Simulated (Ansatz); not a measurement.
## Relaxing Au

Level of theory: DFT PBEsol, scalar-relativistic, plane waves, PAW (Ansatz). Cutoff 420 eV, Γ-centred k mesh, Gaussian smearing, no spin polarisation in the final step.

The start is a database structure of Au, space group Cmcm (No. 63).

```
CELL_PARAMETERS angstrom
1.41131 -2.55593 0.00000
1.41131 2.55593 0.00000
0.00000 0.00000 4.89317
ATOMIC_POSITIONS crystal
Au 0.66533 0.33467 0.25000
Au 0.33467 0.66533 0.75000
```

Steps on the 8×8×4 mesh (2 atoms). 6 of 7 steps are shown, and the free energy counts from the last. Trial steps that were taken back and renewals of the plane-wave basis can be among the rows.

| step | ΔF (meV/atom) | V (Å³/atom) | P (GPa) | largest force component (eV/Å) |
| --- | --- | --- | --- | --- |
| 1 | 15.0 | 17.65 | -4.78 | 0.011 |
| 2 | 46.9 | 15.98 | 14.00 | 0.095 |
| 3 | 3.2 | 17.16 | -0.45 | 0.004 |
| 4 | 0.4 | 17.12 | -0.25 | 0.027 |
| 5 | 0.0 | 17.08 | 0.20 | 0.010 |
| 7 | 0.0 | 17.09 | -0.01 | 0.011 |

Steps on the 22×22×12 mesh (2 atoms). 5 of 6 steps are shown, and the free energy counts from the last.

```
step  ΔF (meV/atom) V (Å³/atom) P (GPa) largest force component (eV/Å)
   1           10.4        17.09    -0.03                           0.013
   2            0.9        16.94     0.97                           0.028
   3            1.1        17.21    -1.76                           0.011
   4            0.0        17.02     0.10                           0.010
   6            0.0        17.03    -0.02                           0.000
```

A final relaxation ran on a 22×22×12 mesh. The relaxed crystal, Cmcm (No. 63):

```cif
data_structure
_symmetry_space_group_name_H-M 'Cmcm'
_symmetry_Int_Tables_number 63
_cell_length_a 2.8366
_cell_length_b 5.0116
_cell_length_c 4.7928
_cell_angle_alpha 90.000
_cell_angle_beta 90.000
_cell_angle_gamma 90.000
_cell_volume 68.13
loop_
_atom_site_label
_atom_site_type_symbol
_atom_site_symmetry_multiplicity
_atom_site_Wyckoff_symbol
_atom_site_fract_x
_atom_site_fract_y
_atom_site_fract_z
_atom_site_occupancy
Au1 Au 4 c 0.00000 0.33595 0.75000 1
```

```json
{
  "Volume per atom": "17.03 Å³",
  "Density": "19.20 g/cm³",
  "Energy over the standard structure": "0.01 eV/atom",
  "Gap on the 22×22×12 mesh": "0 eV (a metal)"
}
```

Energies count from the standard state of Au at the same level.

The final run used a 22×22×12 mesh on its 2-atom cell and 0.10 eV smearing. For metals, differences of a few meV/atom aren't resolved. Spin–orbit coupling is left out.

Symmetry constrained the relaxation, so the result can be a saddle point.